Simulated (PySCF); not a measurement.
Compound: HSiF (singlet state).
InChI=1S/FHSi/c1-2/h2H

Method: PBE0/pcSseg-1 in PySCF (dipole) on a GFN2-xTB geometry, gas phase.

Take the most abundant isotopes and a rigid rotor. 

**Question.** What are A, B and C (MHz)?

**Answer.** Ia = 2.11, Ib = 31.04, Ic = 33.15 u·Å²; 505379 MHz·u·Å²/I gives A = 239433, B = 16280, C = 15244 MHz.

**Question.** Classify the top.

**Answer.** A near-prolate asymmetric top: κ = (2 × 16280 − 239433 − 15244)/(239433 − 15244) = -0.99.

**Question.** Give the coordinates in the principal-axis frame, origin at the centre of mass.

**Answer.** The sense of each axis is arbitrary; atoms in the order of the calculation.
```csv
atom,mass (u),a (Å),b (Å),c (Å)
F1,18.998,0.993,-0.006,0.000
Si2,27.977,-0.646,0.055,0.000
H3,1.008,-0.782,-1.417,0.000
```

**Question.** List the rotational levels J(Ka,Kc) to J = 5 (cm⁻¹).

**Answer.** Above 0(0,0):
J = 1: 1(0,1) 1.0515, 1(1,1) 8.4951, 1(1,0) 8.5297
J = 2: 2(0,2) 3.1545, 2(1,2) 10.5636, 2(1,1) 10.6673, 2(2,1) 32.9980, 2(2,0) 32.9981
J = 3: 3(0,3) 6.3086, 3(1,3) 13.6662, 3(1,2) 13.8737, 3(2,2) 36.1526, 3(2,1) 36.1532, 3(3,1) 73.4569, 3(3,0) 73.4569
J = 4: 4(0,4) 10.5135, 4(1,4) 17.8029, 4(1,3) 18.1487, 4(2,3) 40.3586, 4(2,2) 40.3604, 4(3,2) 77.6633, 4(3,1) 77.6633, 4(4,1) 129.8890, 4(4,0) 129.8890
J = 5: 5(0,5) 15.7687, 5(1,5) 22.9736, 5(1,4) 23.4922, 5(2,4) 45.6160, 5(2,3) 45.6202, 5(3,3) 82.9213, 5(3,2) 82.9213, 5(4,2) 135.1469, 5(4,1) 135.1469, 5(5,1) 202.2943, 5(5,0) 202.2943
Those of J = 1 are B + C, A + C and A + B.

**Question.** Which lines would a microwave search look for?

**Answer.** The dipole components are |μa| = 1.27 D, |μb| = 0.22 D, |μc| = 0.00 D; the mirror of this Cs structure is the ab plane, so μc vanishes by symmetry and there are no c-type lines. Intensities carry the squares of the components, which stand as 1.00 : 0.03 (a : b). Some lines, for components of 0.1 D or more:

| type | branch | J(Ka,Kc) | MHz | lower level (cm⁻¹) |
| --- | --- | --- | --- | --- |
| a | Q | 1(1,0) ← 1(1,1) | 1036 | 8.495 |
| a | Q | 2(1,1) ← 2(1,2) | 3109 | 10.564 |
| a | Q | 3(1,2) ← 3(1,3) | 6219 | 13.666 |
| a | R | 1(0,1) ← 0(0,0) | 31524 | 0.000 |
| a | R | 2(1,2) ← 1(1,1) | 62011 | 8.495 |
| a | R | 2(0,2) ← 1(0,1) | 63044 | 1.052 |
| a | R | 2(1,1) ← 1(1,0) | 64084 | 8.530 |
| a | R | 3(1,3) ← 2(1,2) | 93015 | 10.564 |
| a | R | 3(0,3) ← 2(0,2) | 94558 | 3.154 |
| a | R | 3(2,1) ← 2(2,0) | 94586 | 32.998 |
| a | R | 3(1,2) ← 2(1,1) | 96124 | 10.667 |
| b | Q | 1(1,0) ← 1(0,1) | 224189 | 1.052 |
| b | Q | 2(1,1) ← 2(0,2) | 225229 | 3.154 |
| b | Q | 3(1,2) ← 3(0,3) | 226796 | 6.309 |
| b | R | 2(1,2) ← 1(0,1) | 285164 | 1.052 |
| b | R | 3(1,3) ← 2(0,2) | 315135 | 3.154 |
| b | Q | 3(2,1) ← 3(1,2) | 667923 | 13.874 |
| b | Q | 2(2,0) ← 2(1,1) | 669461 | 10.667 |
| b | Q | 2(2,1) ← 2(1,2) | 672567 | 10.564 |
| b | Q | 3(2,2) ← 3(1,3) | 674124 | 13.666 |
| b | R | 2(2,1) ← 1(1,0) | 733542 | 8.530 |
| b | R | 2(2,0) ← 1(1,1) | 734582 | 8.495 |
| b | R | 3(2,2) ← 2(1,1) | 764029 | 10.667 |
| b | R | 3(2,1) ← 2(1,2) | 767157 | 10.564 |
| b | Q | 3(3,0) ← 3(2,1) | 1118338 | 36.153 |
| b | Q | 3(3,1) ← 3(2,2) | 1118356 | 36.153 |
| b | R | 3(3,0) ← 2(2,1) | 1212928 | 32.998 |

No frequency check. Zero-point vibration and centrifugal distortion are left out.
